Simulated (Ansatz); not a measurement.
fcc Cu was calculated with r²SCAN+rVV10 in Ansatz (PAW).

Run with plane-wave cutoff 600 eV, 20×20×20 k mesh, Fermi–Dirac smearing 0.1 eV, finite displacements, no spin polarisation, scalar-relativistic PAW data made under PBE.

Computed at the level's own relaxed cell.

```
Cu
1.0
    0.00000     1.78054     1.78054
    1.78054     0.00000     1.78054
    1.78054     1.78054     0.00000
Cu
1
Direct
  0.00000   0.00000   0.00000
```

Harmonic phonon frequencies (cm⁻¹; i marks an imaginary mode):

```csv
q point,frequencies
X,184 184 262
L,…
```

Problem. Complete the blanks.

Solution. 
- L, frequencies: 121 121 266

No imaginary mode appears at these points.

Ansatz is an electronic-structure program.
